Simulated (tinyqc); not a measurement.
Hueckel theory of the pi electrons, for the molecule Clc1cn[nH]c1 (SMILES; centres numbered as the heavy atoms are written), step by step. One step of it, computed by the program tinyqc.

Problem. Orbitals. Diagonalise; E = alpha + x beta with beta < 0, so the largest x are filled first; degenerate levels share their electrons. P = sum n_i c_ri c_si; each orbital has its largest coefficient positive (the first on a tie).

Hueckel matrix in units of beta (H = alpha + beta A):
```
,1Cl,2C,3C,4N,5N,6C
1Cl,2.000000,0.400000,0.000000,0.000000,0.000000,0.000000
2C,0.400000,0.000000,1.000000,0.000000,0.000000,1.000000
3C,0.000000,1.000000,0.000000,1.000000,0.000000,0.000000
4N,0.000000,0.000000,1.000000,0.500000,0.800000,0.000000
5N,0.000000,0.000000,0.000000,0.800000,1.500000,0.800000
6C,0.000000,1.000000,0.000000,0.000000,0.800000,0.000000
```

pi electrons, sum of z_r less the charge = 8

Give: x values; occupations; coefficients; charge and bond-order matrix P.

Solution.

x values: 2.439  2.064  1.150  0.783  -0.848  -1.588

occupations: 2.000  2.000  2.000  2.000  0.000  0.000

coefficients:
```
,MO1,MO2,MO3,MO4,MO5,MO6
1Cl,0.284,0.918,-0.216,0.154,0.026,-0.072
2C,0.311,0.146,0.458,-0.469,-0.182,0.647
3C,0.303,-0.013,0.607,0.173,-0.432,-0.568
4N,0.427,-0.172,0.240,0.604,0.548,0.255
5N,0.656,-0.321,-0.564,-0.003,-0.383,0.046
6C,0.343,-0.054,0.006,-0.602,0.576,-0.431
```

charge and bond-order matrix P:
```
,1Cl,2C,3C,4N,5N,6C
1Cl,1.988,0.103,-0.060,0.009,0.026,-0.092
2C,0.103,1.095,0.579,-0.130,-0.198,0.767
3C,-0.060,0.579,0.980,0.764,-0.279,0.008
4N,0.009,-0.130,0.764,1.269,0.397,-0.412
5N,0.026,-0.198,-0.279,0.397,1.702,0.481
6C,-0.092,0.767,0.008,-0.412,0.481,0.965
```
